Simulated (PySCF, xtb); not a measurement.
Ranking isomers of H4NP

3 gas-phase structures of H4NP, found in a search over its isomers (lower ones may exist). Each was relaxed with GFN2-xTB:

A. `[NH-][PH3+]`, a singlet
B. `NP`, a singlet
C. `[NH3+][PH-]`, a singlet

Question: Estimate their order in r2SCAN-D4/def2-SVP energy at these geometries, lowest first.

Answer: Calculated order at r2SCAN-D4/def2-SVP: B (0.0), A (126.2), C (143.7) kJ/mol.

Energies above the lowest of each column, in kJ/mol; the last columns are at B3LYP-D3(BJ)/def2-SVP geometries:

```
structure  GFN2-xTB  HF/STO-3G  r2SCAN-D4/def2-SVP  B3LYP-D3(BJ)/def2-SVP  CCSD(T)/def2-TZVP
        B       0.0        0.0                 0.0                    0.0                0.0
        A      41.5      399.0               126.2                  133.2              104.8
        C     199.6      263.0               143.7                  140.5              142.2
```

Every level run on B puts it lowest or level with the lowest. Flexible structures stand in one conformer each, not always the lowest.

Programs: PySCF 2.14.0, xtb 6.7.1.
